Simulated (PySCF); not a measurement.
Species: C₅H₅N.
Geometry (PBE0-D3(BJ)/def2-SVP, Å), atoms numbered from 1 in this order:
```
atom  x, y, z in Å
C1     1.495    0.143    0.117
C2     0.062   -0.147   -0.010
C3    -0.964   -0.753   -0.516
C4    -1.282    0.280    0.531
C5    -1.835    1.568    0.156
N6    -2.266    2.602   -0.142
H7     1.833   -0.035    1.150
H8     2.091   -0.475   -0.567
H9     1.683    1.206   -0.105
H10   -1.421   -1.468   -1.193
H11   -1.591   -0.032    1.541
```

Level of theory: PySCF, PBE0-D3(BJ)/def2-SVP geometry optimisation, gas phase.

Masses are those of the commonest isotopes; rigid-rotor values at the optimised geometry. 

Question: Give the principal moments of inertia and the rotational constants in MHz.

Answer: Ia = 63.75, Ib = 208.03, Ic = 247.80 u·Å²; 505379 MHz·u·Å²/I gives A = 7928, B = 2429, C = 2039 MHz.

Question: What kind of rotor is it?

Answer: An asymmetric top. Ray's parameter κ = (2B − A − C)/(A − C) = -0.868; −1 is the prolate and +1 the oblate limit.

Question: Is it planar, by Δ = Ic − Ia − Ib?

Answer: Not planar: Δ = Ic − Ia − Ib = -23.98 u·Å². For a rigid frame Δ = −2 Σ m c², so Σ m c² = 11.99 u·Å² lies off the ab plane: 5.17 from hydrogen and 6.82 from heavier atoms. The atom farthest from that plane is 1.64 Å away.

Question: Give the other two planar moments, Paa and Pbb, and the rms extents of the mass along the axes.

Answer: Paa = Σ m a² = (Ib + Ic − Ia)/2 = 196.04 and Pbb = Σ m b² = (Ia + Ic − Ib)/2 = 51.76 u·Å². With the mass M = 79.04 u, the rms extents √(P/M) along a, b and c are 1.57, 0.81, 0.39 Å.

Question: Which lines would a microwave search look for?

Answer: The dipole components are |μa| = 4.51 D, |μb| = 1.03 D, |μc| = 0.63 D. Intensities carry the squares of the components, which stand as 1.00 : 0.05 : 0.02 (a : b : c). Some lines, for components of 0.1 D or more:

```
type  branch         J(Ka,Kc)    MHz  lower level (cm⁻¹)
   a       Q  2(1,1) ← 2(1,2)   1170               0.618
   a       R  1(0,1) ← 0(0,0)   4469               0.000
   a       R  2(0,2) ← 1(0,1)   8918               0.149
   a       R  3(2,2) ← 2(2,1)  13406               1.207
   c       R  2(1,1) ← 1(0,1)  15216               0.149
   c       Q  2(2,1) ← 2(1,1)  16494               0.657
   b       R  2(2,1) ← 1(1,0)  25822               0.345
   b       Q  3(3,1) ← 3(2,2)  28478               1.654
   b       R  3(3,1) ← 2(2,0)  41864               1.207
   b       R  3(3,0) ← 2(2,1)  41885               1.207
```

Question: Estimate the classical rotational partition function at 10 K, 25 K and 500 K.

Answer: Point group C1, symmetry number σ = 1; q = (√π/σ)·√((kT/h)³/(ABC)), k/h = 20836.6 MHz/K: 851 at 10 K, 3360 at 25 K, 301000 at 500 K.

Stationary, but not proved a minimum. Zero-point vibration and centrifugal distortion are left out. A rigid rotor knows nothing of internal rotation, which can split or shift real lines. Quadrupole hyperfine structure (14N) is left out.
